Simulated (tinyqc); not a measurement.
Ways to converge the cycle: SCF convergence aids in the sto-3g basis, for H2O, spin multiplicity 3. Computed by the program tinyqc with PySCF. 

Geometry (angstrom):

| atom | x | y | z |
|---|---|---|---|
| O | 0.0000 | 0.0000 | 0.0000 |
| H | 0.0000 | 1.1420 | 0.7200 |
| H | 0.0000 | -1.2240 | 0.7720 |

lowest solution found by these runs and by PySCF with stability checks = -74.728715 hartree

UHF with one setting changed at a time; a run stops when the energy changes by less than 1e-09 hartree and the error matrix is below 1e-5. The start is the Wolfsberg-Helmholz matrix. Damping d keeps d of the old density; a shift (hartree) raises the virtual levels; DIIS n extrapolates F over n matrices.

Largest element of the error matrix X^T (FDS - SDF) X:

| iteration | plain | damping 0.3 | damping 0.6 | shift 0.4 | DIIS 3 | DIIS 8 |
|---|---|---|---|---|---|---|
| 1 | 1.7e-01 | 1.7e-01 | 1.7e-01 | 1.7e-01 | 1.7e-01 | 1.7e-01 |
| 2 | 5.6e-02 | 8.6e-02 | 1.2e-01 | 1.1e-01 | 5.6e-02 | 5.6e-02 |
| 3 | 3.1e-02 | 4.3e-02 | 8.9e-02 | 6.0e-02 | 3.0e-02 | 3.0e-02 |
| 4 | 2.1e-02 | 3.0e-02 | 6.3e-02 | 4.7e-02 | 2.2e-02 | 2.2e-02 |
| 5 | 2.1e-02 | 2.2e-02 | 4.6e-02 | 4.1e-02 | 1.9e-02 | 1.9e-02 |
| 6 | 1.9e-02 | 1.9e-02 | 3.4e-02 | 3.3e-02 | 9.7e-03 | 9.5e-03 |
| 8 | 1.3e-02 | 1.8e-02 | 2.2e-02 | 2.5e-02 | 6.7e-03 | 6.6e-03 |
| 10 | 8.9e-03 | 1.5e-02 | 1.6e-02 | 2.3e-02 | 5.7e-03 | 4.0e-03 |
| 14 | 7.0e-03 | 8.7e-03 | 1.6e-02 | 1.5e-02 | 2.1e-04 | 3.4e-05 |
| 20 | 7.7e-03 | 7.0e-03 | 1.1e-02 | 7.4e-03 | 1.2e-05 | - |
| 30 | 3.4e-03 | 7.6e-03 | 6.0e-03 | 5.1e-03 | - | - |
| 45 | 3.0e-04 | 2.9e-03 | 7.9e-03 | 1.4e-03 | - | - |
| 60 | 2.1e-05 | 5.7e-04 | 6.7e-03 | 2.7e-04 | - | - |

How each run ends:

| run | iterations | E (hartree) | state |
|---|---|---|---|
| plain | >60 | -74.735202 | falls steadily but slowly, by a factor of about 0.84 a step |
| damping 0.3 | >60 | -74.735195 | falls steadily but slowly, by a factor of about 0.89 a step |
| damping 0.6 | >60 | -74.733762 | falls steadily but slowly, by a factor of about 0.99 a step |
| shift 0.4 | >60 | -74.735200 | falls steadily but slowly, by a factor of about 0.89 a step |
| DIIS 3 | 21 | -74.727613 | higher |
| DIIS 8 | 16 | -74.727613 | higher |

No run reaches the lowest solution found. Ending on a higher stationary point: DIIS 3, DIIS 8; a small error matrix cannot reveal that, and an occupation fixed by the start is kept by symmetry or by the shape of the basin. Not converged: plain, damping 0.3, damping 0.6, shift 0.4. DIIS 3 and DIIS 8 gain by cancelling the error over several earlier matrices, much as a quasi-Newton step does.
